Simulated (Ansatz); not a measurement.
The input, for Ansatz 0.2.0:

```yaml
crystal:
  periodic: [false, false, false]
  atoms:
    - {symbol: B, position_ang: [0.013443, -1.059555, -1.355486]}
    - {symbol: Ge, position_ang: [0.004178, 0.046165, 0.454861]}
    - {symbol: B, position_ang: [-0.057533, 0.617024, -1.483527]}
    - {symbol: H, position_ang: [0.171821, 1.419494, -2.330052]}
basis:
  gaussian: {orbitals: cc-pVDZ}
magnetization: {spin_polarized: false, initial_magnetization: 1}
correlation: {method: bccd, electrons: outside_noble_gas}
output: {forces: true}
```

```sh
$ ansatz run in.yaml --threads 1 --pin off --events-out ev --progress --plain --max-ram 2393MiB
```

Output:

```
637 factors; integrals over basis functions are off by at most 7.2e-4 eV
mean field evaluation 1: about -57825.8426 eV, gradient 1.3e1 eV
mean field evaluation 2: about -57825.9045 eV, gradient 1.3e1 eV
mean field evaluation 4: about -57826.9253 eV, gradient 2.7e0 eV
mean field evaluation 8: about -57826.9882 eV, gradient 4.1e-1 eV
mean field evaluation 16: about -57827.0080 eV, gradient 2.2e-6 eV
mean field evaluation 32: about -57827.0071 eV, gradient 8.1e-2 eV
mean field evaluation 64: about -57827.0016 eV, gradient 7.9e-1 eV
mean field evaluation 96: about -57826.3786 eV, gradient 4.4e-1 eV
mean field evaluation 128: about -57822.6737 eV, gradient 1.3e1 eV
mean field evaluation 160: about -57826.3840 eV, gradient 2.2e-1 eV
...
cycle  19  -7.49306719 eV  change   -8.8e-6 eV  update   9.4e-6
cycle  20  -7.49306454 eV  change    2.6e-6 eV  update   5.3e-6
cycle  21  -7.49306601 eV  change   -1.5e-6 eV  update   3.0e-6
cycle  22  -7.49306529 eV  change    7.2e-7 eV  update   2.0e-6
cycle  23  -7.49306488 eV  change    4.1e-7 eV  update   1.4e-6
cycle  24  -7.49306555 eV  change   -6.7e-7 eV  update   1.0e-6
cycle  25  -7.49306523 eV  change    3.2e-7 eV  update   7.5e-7
cycle  26  -7.49306549 eV  change   -2.6e-7 eV  update   5.0e-7
cycle  27  -7.49306555 eV  change   -6.0e-8 eV  update   3.5e-7
cycle  28  -7.49306548 eV  change    7.1e-8 eV  update   2.2e-7
WARN: the results are in doubt because among natural orbitals full CI differs from the method by -0.086 eV
the calculation of the forces begins
Total energy: -57834.50111261 eV, -2125.3787142556 hartree
Atom 0 at     0.013443    -1.059555    -1.355486 Å, force    -0.223621     2.177575     1.633967 eV/Å
Atom 1 at     0.004178     0.046165     0.454861 Å, force    -0.031227    -1.217451    -0.279241 eV/Å
Atom 2 at    -0.057533     0.617024    -1.483527 Å, force     0.480543    -1.536551    -1.368478 eV/Å
Atom 3 at     0.171821     1.419494    -2.330052 Å, force    -0.225695     0.576427     0.013752 eV/Å
Dipole moment:     0.040107     0.126407     0.176391 e Å
In doubt: among natural orbitals full CI differs from the method by -0.086 eV
```

Forces (eV/Å):
```
B   -0.224  2.178  1.634
Ge  -0.031 -1.217 -0.279
B    0.481 -1.537 -1.368
H   -0.226  0.576  0.014
```

Ran on 1 thread of Intel Xeon, shared host: 76 s wall, 0.26 GiB peak host memory.
